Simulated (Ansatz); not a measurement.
The cluster Li₂H₃ (the lowest doublet isomer of a short search). Charge 0, multiplicity 2. Geometry PBE0-D4/def2-TZVP, basis def2-TZVP, Ansatz.

```xyz
5

Li   -2.203   -0.284   -1.151
Li    0.215   -0.655   -0.362
H     1.809    0.019    0.739
H     1.242    0.501    0.875
H    -1.063    0.419   -0.101
```

| run | HOMO (eV) | LUMO (eV) |
| --- | --- | --- |
| A | -2.21 | -1.70 |
| B | -2.78 | -1.45 |
| C | -3.14 | -1.12 |
| D | -2.63 | -1.44 |
| E | -3.87 | -0.46 |
| F | -2.62 | -1.65 |

HSE06 is defined as in plane-wave codes, on full-range PBE exchange. In the doublet, H3 and H4 lie 0.76 Å apart (atoms count from 1), so H2 has formed as a molecule. The structure comes from a short search, and lower isomers may exist.

HOMO and LUMO are taken over both spins.

Question: The runs used B97M-V, CAM-B3LYP, HSE06, PBE, PBE0, r2SCAN. Estimate which is which.

Answer: A B97M-V (0 % exact exchange); B HSE06 (range-separated); C PBE0 (25 % exact exchange); D r2SCAN (0 % exact exchange); E CAM-B3LYP (range-separated); F PBE (0 % exact exchange). Exact exchange lowers occupied and raises empty levels; among semilocal functionals meta-GGAs tend to open the gap a little, and such runs are hard to tell apart. The gap grows from 0.51 eV (B97M-V) to 3.41 eV (CAM-B3LYP).
